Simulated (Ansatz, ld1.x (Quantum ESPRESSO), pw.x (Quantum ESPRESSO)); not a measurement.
**pw.x on diamond Si: one setting changed**

Potential: norm-conserving Troullier–Martins (Kleinman–Bylander form), ld1.x (Quantum ESPRESSO) 7.5, PBE; core [Ne], reference 3s2 3p1.75; waves: 3p (bound): rc 1.45 bohr; 3d channel at 0.35 Ry: rc 1.40 bohr; 3s (bound): rc 1.60 bohr; local part: the s channel; core correction: a·sin(br)/r model core inside 0.75 bohr.

The reference run (k-mesh 8³, cutoffs 70/280 Ry, Fermi–Dirac 0.01 Ry, mixing_beta 0.4, conv_thr 1e-9, no spin) gives 1.00 GPa at 20.463 Å³/atom, where all-electron LAPW gives -0.05 GPa. This run, with its own iteration cap, changes k-mesh shift to 1.

```
&control
  calculation='scf', prefix='x', pseudo_dir='./', outdir='./tmp', tstress=.true., disk_io='none'
/
&system
  ibrav=0, nat=2, ntyp=1, ecutwfc=70, ecutrho=280, nbnd=11,
  occupations='smearing', smearing='fd', degauss=0.01
/
&electrons
  conv_thr=1e-09, mixing_beta=0.4, electron_maxstep=50
/
ATOMIC_SPECIES
Si 1.0 Si.UPF
CELL_PARAMETERS angstrom
  0.00000000 2.73520428 2.73520428
  2.73520428 0.00000000 2.73520428
  2.73520428 2.73520428 0.00000000
ATOMIC_POSITIONS crystal
Si 0.0000 0.0000 0.0000
Si 0.2500 0.2500 0.2500
K_POINTS automatic
8 8 8 1 1 1
```

```bash
pw.x < Si.scf.in > Si.scf.out
```

**Question.** How does the run end?

**Answer.** It converges in 7 iterations; the free energy moves by -1.8 meV/atom and the pressure by +0.00 GPa.

```
Message from routine setup:
     using ibrav=0 with symmetry is DISCOURAGED, use correct ibrav instead
     lattice parameter (alat)  =       7.3098  a.u.
     unit-cell volume          =     276.1823 (a.u.)^3
     number of electrons       =         8.00
     number of Kohn-Sham states=           11
     kinetic-energy cutoff     =      70.0000  Ry
     charge density cutoff     =     280.0000  Ry
     scf convergence threshold =      1.0E-09
     Exchange-correlation= PBE
     number of k points=    60  Fermi-Dirac smearing, width (Ry)=  0.0100
     iteration #  1     ecut=    70.00 Ry     beta= 0.40
     total energy              =     -34.09895844 Ry
     estimated scf accuracy    <       0.03711436 Ry
     iteration #  2     ecut=    70.00 Ry     beta= 0.40
     total energy              =     -34.09734281 Ry
     estimated scf accuracy    <       0.01212589 Ry
     iteration #  3     ecut=    70.00 Ry     beta= 0.40
     total energy              =     -34.09759357 Ry
     estimated scf accuracy    <       0.00007309 Ry
     iteration #  4     ecut=    70.00 Ry     beta= 0.40
     c_bands:  1 eigenvalues not converged
     total energy              =     -34.09760762 Ry
     estimated scf accuracy    <       0.00000380 Ry
     iteration #  5     ecut=    70.00 Ry     beta= 0.40
     total energy              =     -34.09760808 Ry
     estimated scf accuracy    <       0.00000008 Ry
     iteration #  6     ecut=    70.00 Ry     beta= 0.40
     total energy              =     -34.09760810 Ry
     estimated scf accuracy    <          9.4E-09 Ry
     iteration #  7     ecut=    70.00 Ry     beta= 0.40
     the Fermi energy is     6.3373 ev
!    total energy              =     -34.09760810 Ry
     estimated scf accuracy    <          3.2E-11 Ry
     smearing contrib. (-TS)   =      -0.00017403 Ry
     The total energy is F=E-TS. E is the sum of the following terms:
     one-electron contribution =       4.95432283 Ry
     hartree contribution      =       1.12033715 Ry
     xc contribution           =     -23.49723999 Ry
     ewald contribution        =     -16.67485408 Ry
     convergence has been achieved in   7 iterations
          total   stress  (Ry/bohr**3)                   (kbar)     P=        9.99
     Message from routine punch:
     Nothing written, as per user request (disk_io='none')
```

The run took about 22 s on one core of a shared host (Neoverse-V1, 32 threads, 247 GiB, load 22).
